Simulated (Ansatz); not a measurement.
Ansatz (a first-principles code) input (MP2/6-31G*):

Ansatz 0.2 input:
```yaml
crystal:
  periodic: [false, false, false]
  atoms:
    - {symbol: C, position_ang: [0.00475777, 1.17087239, -0.20055261]}
    - {symbol: O, position_ang: [0.00676578, 0.00281714, 0.58815258]}
    - {symbol: C, position_ang: [-0.00924088, -1.17273907, -0.18916610]}
    - {symbol: H, position_ang: [0.01767393, 2.02306383, 0.47733101]}
    - {symbol: H, position_ang: [0.88820494, 1.21755678, -0.85148048]}
    - {symbol: H, position_ang: [-0.89276548, 1.22829401, -0.83104462]}
    - {symbol: H, position_ang: [-0.00646616, -2.01839712, 0.49696657]}
    - {symbol: H, position_ang: [-0.90742261, -1.22555867, -0.81912250]}
    - {symbol: H, position_ang: [0.87354780, -1.23629589, -0.83955836]}
basis:
  gaussian:
    orbitals: 6-31G*
magnetization: {spin_polarized: false}
correlation: {method: mp2, electrons: outside_noble_gas}
```

### Question
Predict the final energy.

### Answer
-154.50331 Eh.
